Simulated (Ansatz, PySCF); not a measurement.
Molecule (SMILES): C1CN1.
Geometry (B3LYP-D3(BJ)/def2-TZVP, fixed):
```
C
H 1 1.0830
H 1 1.0841 2 114.71
N 1 1.4686 2 114.80 3 -142.73
H 4 1.0144 1 110.39 2 146.03
C 4 1.4686 5 110.39 1 -65.01
H 6 1.0830 4 114.80 5 -146.03
H 6 1.0841 7 114.71 4 -142.73
```
Charge 0, spin multiplicity 1.

Near-linear dependence at HF/aug-cc-pVDZ with PySCF (spherical functions, density fitting): canonical orthogonalisation drops combinations whose overlap eigenvalue lies under the threshold. The set has 114 functions.

```csv
threshold,orbitals kept,energy minus last row (mEh)
1e-3,(withheld),(withheld)
1e-4,(withheld),(withheld)
1e-5,(withheld),(withheld)
1e-6,114,0.000
1e-7,114,0.000
1e-9,114,0.000
```

Q: What belongs in the gaps?

A: 
- 1e-3, orbitals kept: 107
- 1e-3, energy minus last row (mEh): 0.868
- 1e-4, orbitals kept: 113
- 1e-4, energy minus last row (mEh): 0.043
- 1e-5, orbitals kept: 114
- 1e-5, energy minus last row (mEh): 0.000

The smallest overlap eigenvalue is 5.6e-05. Ansatz (a quantum-chemistry and plane-wave program) at its default drops 0 functions.
